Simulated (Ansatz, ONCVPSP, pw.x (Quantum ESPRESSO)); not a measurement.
## From atom to crystal: ONCV potential for tungsten (W)

ONCVPSP 4.0.1.1 (patched build) input, shortened (lines: element, Z, core and valence counts, functional; n l f; lmax; l rc ep ncon nbas qcut; lloc lpopt rc5 dvloc0; l nproj debl; icmod fcfact rcfact), PBE, scalar-relativistic:

```
  W 74.00   11    4        4      upf
    1    0    2.00
    2    0    2.00
    2    1    6.00
    3    0    2.00
    3    1    6.00
    3    2   10.00
    4    0    2.00
    4    1    6.00
    4    2   10.00
    4    3   14.00
    5    0    2.00
    5    1    6.00
    5    2    4.00
    6    0    1.00
    6    1    1.00
    2
    0    2.65    0.00    3    7    2.60
    1    2.10    0.00    4    8    6.20
    2    2.75    0.00    4    9    6.50
    4    5    2.00    2.00
    0    3    0.70
    1    2    2.30
    2    1    1.60
    3    1.75    1.50
```

Atomic tests: cutoffs needed: 12 Ha and 15 Ha (the cutoffs (Ha) at which the residual kinetic energy of the hardest occupied pseudo-wave falls to 1 and 0.1 mHa per electron); ghost test: no bound ghost flagged; GHOST(+) flagged for s at 52.1 eV; largest excitation error: -8.8 meV (all-electron minus pseudo) for 5p6 5d4 6s0 6p0, out of 4 test configurations.

Crystal test: bcc W in pw.x 7.5, no spin, 14³ k-points, Fermi–Dirac smearing 0.01 Ry, cutoffs 50/200 Ry. The reference is all-electron LAPW (Ansatz 0.2.0) with the same functional, mesh and smearing; V0 and B0 come from Birch–Murnaghan fits to the pressures at five volumes. Errors are pseudo minus all-electron; Δ is the rms difference of the E(V) curves that follow from these fits, minima aligned, over ±6 % about the mean V0. Mesh and smearing are coarse, so the numbers serve the comparison and aren't converged zero-temperature values; the lattice is a test structure that the element need not adopt.

```tsv
V (Å³/atom)	P all-electron (GPa)	P pseudo (GPa)
15.323	17.51	19.63
15.727	8.35	10.32
16.130	0.30	2.12
16.533	-6.79	-5.10
16.936	-13.02	-11.45
```

All-electron: a0 = 3.184 Å (V0 = 16.15 Å³/atom), B0 = 300.6 GPa.

Pseudopotential: mean pressure error (GPa): +1.83; a0 (Å): 3.191; a0 error (%): +0.20; B0 error (%): -0.6; Δ (meV/atom): 6.4. The largest radius (2.75 bohr) exceeds half the bond length (2.60 bohr), so the spheres overlap, which is one possible source of error among others.

**Question.** At the middle volume, how do free energy and pressure move when the wave cutoff is lowered (ecutrho kept at four times it)?

**Answer.**

```json
{"cutoff (Ry)": "22", "shift of F (meV/atom)": "+695.9", "shift of P (GPa)": "-42.81"}
{"cutoff (Ry)": "30", "shift of F (meV/atom)": "+15.6", "shift of P (GPa)": "-1.48"}
{"cutoff (Ry)": "40", "shift of F (meV/atom)": "+0.4", "shift of P (GPa)": "-0.03"}
```

The run at the middle volume (104 k-points, 8 iterations) took about 12 s on one core of a shared host (Neoverse-V1, 32 threads, 247 GiB, load 13).
